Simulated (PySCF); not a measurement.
Isomers of C4H7N and their computed core-level spectra.

Computed, not measured: delta-SCF UKS SCAN, pcX-2 on the ionised atom, pcseg-1 elsewhere, spin-free X2C (PySCF 2.14.0). Geometries: GFN2-xTB; isolated species, one conformer each.

Line lists (1s up to Mg, 2p3/2 beyond; areas count atoms within a level, one atom standing for each set equivalent by bonding):
1. C 1s: 290.88 (area 1), 291.23 (area 1), 291.84 (area 1), 292.84 (area 1) eV; N 1s: 406.30 eV
2. C 1s: 290.56 (area 1), 290.68 (area 1), 290.69 (area 1), 291.76 (area 1) eV; N 1s: 404.15 eV
3. C 1s: 291.24 (area 2), 292.06 (area 1), 292.27 (area 1) eV; N 1s: 404.89 eV
4. C 1s: 290.05 (area 1), 290.40 (area 1), 290.47 (area 1), 291.42 (area 1) eV; N 1s: 404.98 eV
5. C 1s: 290.10 (area 1), 290.53 (area 1), 291.35 (area 1), 292.19 (area 1) eV; N 1s: 404.92 eV

Structures:
A. `N=C1CCC1`
B. `[C-]#[N+]CCC`
C. `CC(C)C#N`
D. `C#CCNC`
E. `C1(=C)[C@@H](N)C1`

Q: Which list belongs to which compound?

A: 
- 1 = B: another candidate has the same counts of sites, so positions decide. C 1s: 290.88 methyl carbon, 291.23 chain CH2 carbon, 291.84 isocyanide carbon, 292.84 sp3 carbon bound to nitrogen; N 1s: 406.30 isocyanide nitrogen.
- 2 = A: another candidate has the same counts of sites, so positions decide. C 1s: 290.56 four-membered-ring carbon, 290.68 four-membered-ring carbon, 290.69 four-membered-ring carbon, 291.76 imine carbon; N 1s: 404.15 imine nitrogen.
- 3 = C: no other candidate has these counts of sites. C 1s: 291.24 methyl carbon (×2), 292.06 nitrile carbon, 292.27 sp3 carbon next to a nitrile; N 1s: 404.89 nitrile nitrogen.
- 4 = E: another candidate has the same counts of sites, so positions decide. C 1s: 290.05 terminal =CH2 carbon, 290.40 fully substituted alkene carbon, 290.47 allylic carbon, 291.42 sp3 carbon bound to nitrogen; N 1s: 404.98 primary amine nitrogen.
- 5 = D: another candidate has the same counts of sites, so positions decide. C 1s: 290.10 terminal alkyne carbon, 290.53 alkyne carbon, 291.35 N-methyl carbon, 292.19 sp3 carbon bound to nitrogen; N 1s: 404.92 secondary amine nitrogen.

2 of these hole states are spin-contaminated (⟨S²⟩ up to 0.87, against 0.75; counted from 0.85) and less certain.
